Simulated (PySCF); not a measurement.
**Rotational lines of BO⁻**

Lines J+1 ← J of the vibrational ground state, computed from RHF-CCSD(T) constants of BO⁻, ¹Σ⁺ (singlet), closed shell (basis B aug-pcseg-1, O aug-pcseg-1; no relativity; PySCF 2.14; masses 11.0093 and 15.9949 u), in MHz:

```tsv
J	ν (MHz)
0	98424
1	196844
2	295254
3	393651
4	492029
```

Find B0 and the effective bond length r0; with αe = 0.0169 cm⁻¹, find Re.

ν = 2B0(J+1) − 4D(J+1)³ gives B0 = 1.6415 cm⁻¹. With the reduced mass μred = 6.5209 u, r0 = √(16.8576/(μred·B0)) (u, cm⁻¹, Å) = 1.2549 Å. Be = B0 + αe/2 = 1.6500 cm⁻¹ gives Re = 1.252 Å.

Correlated steps freeze 2 core orbitals. The CCSD T1 diagnostic is raised, a sign that a single reference may not be enough here.
